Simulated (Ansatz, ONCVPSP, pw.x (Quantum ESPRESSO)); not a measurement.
## Si (diamond): variants of one ONCV potential in the solid

Si, optimised norm-conserving Vanderbilt (ONCV), made with ONCVPSP 4.0.1.1 (patched build) (PBE, scalar-relativistic). Core [Ne], reference 3s2 3p2. Waves: 3s: rc 1.55 bohr, ncon 3, nbas 6, qcut 5 1/bohr, 2 projectors, debl 2 Ha; 3p: rc 1.65 bohr, ncon 4, nbas 9, qcut 5.2 1/bohr, 2 projectors, debl 3.9 Ha; d scattering state at 0.09 Ha: rc 1.50 bohr, ncon 4, nbas 9, qcut 6.1 1/bohr, 3 projectors, debl 2.1 Ha. Local part: polynomial inside 1.45 bohr (lpopt 3, dvloc0 0 Ha). Core correction: Teter function, fcfact 3.5, rcfact 1.6.

Crystal test: diamond Si in pw.x 7.5, no spin, 8³ k-points, Fermi–Dirac smearing 0.01 Ry, cutoffs set for each file from its atomic test. The reference is all-electron LAPW (Ansatz 0.2.0) with the same functional, mesh and smearing; V0 and B0 come from Birch–Murnaghan fits to the pressures at five volumes. Errors are pseudo minus all-electron; Δ is the rms difference of the E(V) curves that follow from these fits, minima aligned, over ±6 % about the mean V0. Mesh and smearing are coarse, so the numbers serve the comparison and aren't converged zero-temperature values; the lattice is a test structure that the element need not adopt.

All-electron: a0 = 5.469 Å (V0 = 20.45 Å³/atom), B0 = 88.5 GPa.

A dash in a converged row means that the minimum lies outside the volumes sampled.

| change | cutoffs (Ry) | pw.x | a0 (Å) | a0 error (%) | B0 error (%) | Δ (meV/atom) | mean pressure error (GPa) |
| --- | --- | --- | --- | --- | --- | --- | --- |
| base | 50/200 | converged | 5.461 | -0.15 | +2.5 | 1.8 | -0.41 |
| local potential polynomial inside 1.34 bohr (lpopt 3, dvloc0 0 Ha) | 50/200 | converged | 5.460 | -0.16 | +2.5 | 1.9 | -0.43 |
| s: qcut 7 | 50/200 | converged; bound ghost | – | – | – | – | +11.37 |
| d: rc 1.06; local potential polynomial inside 1.06 bohr (lpopt 3, dvloc0 0 Ha) | 50/200 | converged; bound ghost | 5.460 | -0.17 | +2.5 | 2.0 | -0.45 |
| all radii but the core radius scaled by about 1.11 (s 1.72, p 1.84, d 1.66 bohr); local potential polynomial inside 1.62 bohr (lpopt 3, dvloc0 0 Ha) | 50/200 | converged | 5.460 | -0.16 | +2.4 | 1.9 | -0.43 |

Question: Give the row for: d: ncon 3, nbas 8.

Answer: pw.x: converged; mean pressure error (GPa): -0.42; a0 (Å): 5.461; a0 error (%): -0.16; B0 error (%): +2.5; Δ (meV/atom): 1.8.
